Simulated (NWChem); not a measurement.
The numbers come from NWChem runs, not from measurements. System: BCl3, charge 0, spin multiplicity 1, at a geometry optimised with PBE0/def2-SVP. The structure started from a generated list of species. Level: G0W0@PBE/def2-TZVPP, RI basis def2-tzvpp-rifit.

Input file:

```
start mol
memory heap 200 mb stack 700 mb global 1700 mb
geometry units angstroms nocenter noautoz
  B      0.000000     0.000000     0.000000
  Cl     0.000000     0.000000     1.742063
  Cl     1.508667     0.000000    -0.871031
  Cl    -1.508667     0.000000    -0.871031
  symmetry group C2v
end
basis spherical
  * library def2-tzvpp
end
basis "ri basis" bse spherical
  * library def2-tzvpp-rifit
end
dft
  xc xpbe96 cpbe96
  iterations 100
  direct
  tolerances tight
end
task dft energy
gw
  method cdgw
  states alpha occ 4 vir 2
end
task dft gw
```

NWChem printed:

```
             Northwest Computational Chemistry Package (NWChem) 7.3.0
             --------------------------------------------------------

                                NWChem Input Module
                                -------------------

 Scaling coordinates for geometry "geometry" by  1.889725989
 (inverse scale =  0.529177249)

 Turning off AUTOSYM since
 SYMMETRY directive was detected!

                             Geometry "geometry" -> ""
                             -------------------------

 Output coordinates in angstroms (scale by  1.889725989 to convert to a.u.)

  No.       Tag          Charge          X              Y              Z
 ---- ---------------- ---------- -------------- -------------- --------------
    1 B                    5.0000     0.00000000     0.00000000     0.00000000
    2 Cl                  17.0000     0.00000000     0.00000000     1.74206300
    3 Cl                  17.0000     1.50866700     0.00000000    -0.87103100
    4 Cl                  17.0000    -1.50866700     0.00000000    -0.87103100

 Effective nuclear repulsion energy (a.u.)     229.5135857618

            Nuclear Dipole moment (a.u.)
            ----------------------------
        X                 Y               Z
 ---------------- ---------------- ----------------
     0.0000000000     0.0000000000     0.0000321253

      Symmetry information
      --------------------

 Group name             C2v
 Group number             16
 Group order               4
 No. of unique centers     3

      Symmetry unique atoms

     1    2    3


 Summary of "ao basis" -> "" (spherical)
 ------------------------------------------------------------------------------
       Tag                 Description            Shells   Functions and Types
 ---------------- ------------------------------  ------  ---------------------
 *                         def2-tzvpp                 on all atoms

 new library libraries.bse/

 Summary of "ri basis" -> "" (spherical)
 ------------------------------------------------------------------------------
       Tag                 Description            Shells   Functions and Types
 ---------------- ------------------------------  ------  ---------------------
 *                      def2-tzvpp-rifit              on all atoms

  pbe96 is a nonlocal functional; adding pw91lda local functional.

                                 NWChem DFT Module
                                 -----------------

 Summary of "ao basis" -> "ao basis" (spherical)
 ------------------------------------------------------------------------------
       Tag                 Description            Shells   Functions and Types
 ---------------- ------------------------------  ------  ---------------------
 B                         def2-tzvpp               11       31   5s3p2d1f
 Cl                        def2-tzvpp               14       42   5s5p3d1f

 Summary of "ao basis" -> "ao basis" (spherical)
 ------------------------------------------------------------------------------
       Tag                 Description            Shells   Functions and Types
 ---------------- ------------------------------  ------  ---------------------
 B                         def2-tzvpp               11       31   5s3p2d1f
 Cl                        def2-tzvpp               14       42   5s5p3d1f

      Symmetry analysis of basis
      --------------------------

        a1         60
        a2         21
        b1         45
        b2         31
[...]
              MO Center=  3.1D-14, -7.1D-16, -9.2D-06, r^2= 4.2D+00
   Bfn.  Coefficient  Atom+Function         Bfn.  Coefficient  Atom+Function
  ----- ------------  ---------------      ----- ------------  ---------------
    46      0.336194  2 Cl px                90     -0.291155  3 Cl pz
   132      0.291155  4 Cl pz                49      0.215573  2 Cl px
    93     -0.186694  3 Cl pz               135      0.186694  4 Cl pz
    88     -0.168098  3 Cl px               130     -0.168098  4 Cl px
    43      0.159889  2 Cl px                87     -0.138469  3 Cl pz

 Vector   29  Occ=0.000000D+00  E=-9.680115D-02  Symmetry=b2
              MO Center= -2.3D-14, -3.6D-16, -1.1D-06, r^2= 2.8D+00
   Bfn.  Coefficient  Atom+Function         Bfn.  Coefficient  Atom+Function
  ----- ------------  ---------------      ----- ------------  ---------------
    10      0.524371  1 B  py                 7      0.426300  1 B  py
    50     -0.248301  2 Cl py                92     -0.248303  3 Cl py
   134     -0.248303  4 Cl py                13      0.231737  1 B  py
    47     -0.186534  2 Cl py                89     -0.186534  3 Cl py
   131     -0.186534  4 Cl py                44     -0.100430  2 Cl py

 Vector   30  Occ=0.000000D+00  E=-5.674426D-04  Symmetry=a1
              MO Center=  1.9D-14,  1.9D-15,  1.2D-05, r^2= 5.0D+00
   Bfn.  Coefficient  Atom+Function         Bfn.  Coefficient  Atom+Function
  ----- ------------  ---------------      ----- ------------  ---------------
     4      1.365164  1 B  s                  5      0.872791  1 B  s
    36     -0.619139  2 Cl s                 78     -0.619138  3 Cl s
   120     -0.619138  4 Cl s                 51      0.516493  2 Cl pz
    91      0.447290  3 Cl px               133     -0.447290  4 Cl px
    93     -0.258244  3 Cl pz               135     -0.258244  4 Cl pz

 Vector   31  Occ=0.000000D+00  E= 2.926973D-02  Symmetry=a1
              MO Center= -1.2D-13, -1.1D-14, -1.2D-05, r^2= 5.9D+00
   Bfn.  Coefficient  Atom+Function         Bfn.  Coefficient  Atom+Function
  ----- ------------  ---------------      ----- ------------  ---------------
     5      2.179202  1 B  s                  4     -1.919989  1 B  s
    36     -0.181726  2 Cl s                 78     -0.181722  3 Cl s
   120     -0.181722  4 Cl s                 51     -0.161806  2 Cl pz
    91     -0.140126  3 Cl px               133      0.140126  4 Cl px
    48     -0.128418  2 Cl pz                88     -0.111214  3 Cl px

 center of mass
 --------------
 x =   0.00000000 y =   0.00000000 z =   0.00000057

 moments of inertia (a.u.)
 ------------------
         568.457274048580           0.000000000000           0.000000000000
           0.000000000000        1136.911892220057           0.000000000000
           0.000000000000           0.000000000000         568.454618171478

     Multipole analysis of the density
     ---------------------------------

     L   x y z        total         alpha         beta         nuclear
     -   - - -        -----         -----         ----         -------
     0   0 0 0     -0.000000    -28.000000    -28.000000     56.000000

     1   1 0 0     -0.000000     -0.000000     -0.000000      0.000000
     1   0 1 0     -0.000000     -0.000000     -0.000000      0.000000
     1   0 0 1      0.000006     -0.000013     -0.000013      0.000032

     2   2 0 0    -31.754501   -154.053492   -154.053492    276.352483
     2   1 1 0      0.000000      0.000000      0.000000      0.000000
     2   1 0 1      0.000000      0.000000      0.000000      0.000000
     2   0 2 0    -31.292553    -15.646277    -15.646277      0.000000
     2   0 1 1     -0.000000     -0.000000     -0.000000      0.000000
     2   0 0 2    -31.754497   -154.054135   -154.054135    276.353774

 Task  times  cpu:       15.8s     wall:       15.8s

                                NWChem Input Module
                                -------------------

                                 NWChem GW Module
                                 ----------------

                             ***********************
                             ***        GW       ***
                             ***********************

 Summary of "ri basis" -> "ri basis" (spherical)
 ------------------------------------------------------------------------------
       Tag                 Description            Shells   Functions and Types
 ---------------- ------------------------------  ------  ---------------------
 B                      def2-tzvpp-rifit            22       76   8s6p4d3f1g
 Cl                     def2-tzvpp-rifit            33      123   11s8p7d5f2g

                 Memory Information
                 ------------------
          Available GA per process is          1699.8 MBs
          Available stack per process is        700.0 MBs
          Available heap per process is           0.0 MBs

          Peak memory in Initialization
              Peak GA per process is                 17.6 MBs
              Peak stack per process is               0.3 MBs
              Peak heap per process is               18.4 MBs
              Memory not in MA per process            0.0 MBs

          Peak memory in CDGW Calculation
              Peak GA per process is                 20.9 MBs
              Peak stack per process is               3.0 MBs
              Peak heap per process is                3.4 MBs
              Memory not in MA per process            0.0 MBs

          Computing 2-center integrals
          Computing Inverse Cholesky factor
          Computing 3-center integrals
          Computing Vxc

          Computing Sigma_x
          Computing W(iw) on the imaginary grid
          Solving quasiparticle equations

                  Alpha Orbitals
          State     Energy (eV)     Error (eV)
          -----------------------------------
@GW        25        -11.734           0.002
@GW        26        -11.494           0.005
@GW        27        -11.494           0.005
@GW        28        -10.900           0.003
@GW        29          0.202           0.002
@GW        30          2.813           0.002

     GW Timing Statistics
   ------------------------
   Init.   :          0.1s
     ERIs  :          2.0s
     Distr.:          0.0s
     Vxc   :          0.2s
   Vmo     :          0.0s
   iW      :          6.1s
   I_n     :          0.0s
   R_n     :          0.5s
   GW total:          8.8s

 Task  times  cpu:        8.8s     wall:        8.8s

 Total times  cpu:       24.6s     wall:       24.6s
```
